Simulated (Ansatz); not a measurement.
Input for Ansatz (development build ahead of 0.2.0):

```yaml
crystal:
  periodic: [false, false, false]
  atoms:
    - { symbol: B, position_ang: [0.0, 0.0, 0.0] }
    - { symbol: H, position_ang: [0.0, 0.0, 2.07] }
    - { symbol: S, position_ang: [0.0, 2.6061, -2.1868] }
basis:
  gaussian: { orbitals: pcseg-2 }
magnetization:
  initial_magnetization: 2
hamiltonian:
  xc: pbe0
```

The input is written out in the form of the current development build from the run's settings.

Results

```
Converged                       : yes
Total energy                    : -423.15418 hartree
Spin squared of the determinant : 2.000
Stability test                  : minimum among restricted orbitals
```

Caution: stretched shape with no unrestricted run beside it, a lower state can exist; other spin multiplicities may lie lower.
